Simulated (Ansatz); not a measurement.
# BSiH₃+ (doublet): wave-function methods side by side, cc-pVTZ

An exercise on one series of results from a longer session: the logs are not shown, and one member is left open.

Computed with Ansatz 0.2.0, Gaussian basis. Level: cc-pVTZ, core rule «outside noble gas», up to 6 orbitals frozen.

The runs, in order: UHF; CCSD(T) on ROHF; CCSD(T) on UHF; BCCD(T) on ROHF; CCSDT(Q) on ROHF; CCSDT(Q) on UHF; CASSCF and NEVPT2, 9 electrons in 11 orbitals.

3 further runs of the same task are left out: 3 set aside as unsound or not needed.

### The geometry

The geometry is a PBE0/def2-TZVP stationary point (not a proven minimum) of the parent state, kept for this charge and spin.

5 atoms, charge 1, spin multiplicity 2.

Atoms are counted from 1 here; the program's logs count them from 0.

Bond lengths: Si1–B2 1.818 Å, Si1–H3 1.714 Å, Si1–H4 1.714 Å, B2–H3 1.316 Å, B2–H4 1.316 Å, B2–H5 1.184 Å. Angles: B2–Si1–H3 43.6°, B2–Si1–H4 43.6°, H3–Si1–H4 66.6°, Si1–B2–H3 64.0°, Si1–B2–H4 64.0°, Si1–B2–H5 178.0°, H3–B2–H4 91.3°, H3–B2–H5 117.3°, H4–B2–H5 117.3°, Si1–H3–B2 72.4°, Si1–H4–B2 72.4°.

Set-up of the first run:

Input file in.yaml:

```yaml
crystal:
  periodic: [false, false, false]
  atoms:
    - {symbol: Si, position_ang: [0.009145, 0.000000, 0.601555]}
    - {symbol: B, position_ang: [0.082475, 0.000000, -1.215039]}
    - {symbol: H, position_ang: [-0.655933, -0.941243, -0.666868]}
    - {symbol: H, position_ang: [-0.655935, 0.941242, -0.666868]}
    - {symbol: H, position_ang: [0.172446, 0.000000, -2.395826]}
basis:
  gaussian: {orbitals: cc-pVTZ}
total_charge: 1
magnetization: {spin_polarized: true, initial_magnetization: 1}
hamiltonian: {xc: hf}
output: {orbitals: {seedname: orbitals}}
```

Command:

```
ansatz run in.yaml --threads 1 --pin off --events-out ev --progress --plain --max-ram 2816MiB --backend cpu
```

Steps of the session up to this table: UHF; CCSD(T) on ROHF; CCSD(T) on UHF; BCCD(T) on ROHF; CCSDT(Q) on ROHF; CCSDT(Q) on UHF; CASSCF and NEVPT2, 9 electrons in 11 orbitals.

One of the session's tables, all rows but one given; the rest of the session is left out.

It belongs to the step «Misses and costs». 

| method | from UCCSDT(Q) (meV) |
| --- | --- |
| ROHF | +6477.0 |
| UHF | +6299.7 |
| RMP2 | ? |
| UMP2 | +1243.7 |
| RCCSD | +298.3 |
| UCCSD | +292.7 |
| RCCSD(T) | +48.4 |
| UCCSD(T) | +48.6 |
| BCCD(T) | +46.3 |
| RCCSDT | +12.5 |
| UCCSDT | +11.4 |
| RCCSDT(Q) | +1.8 |
| UCCSDT(Q) | 0 |
| CASSCF valence | +3698.5 |
| NEVPT2 valence | +835.6 |

**Question.** Estimate the row for RMP2.

As computed: from UCCSDT(Q) (meV): +1215.0. In the column «from UCCSDT(Q) (meV)» it lies between NEVPT2 valence (+835.6) and UMP2 (+1243.7).

Limits of these values: Restricted and unrestricted rows rest on different reference determinants; where their highest levels disagree by more than a few hundredths of an eV, they describe different states and don't form one ladder.
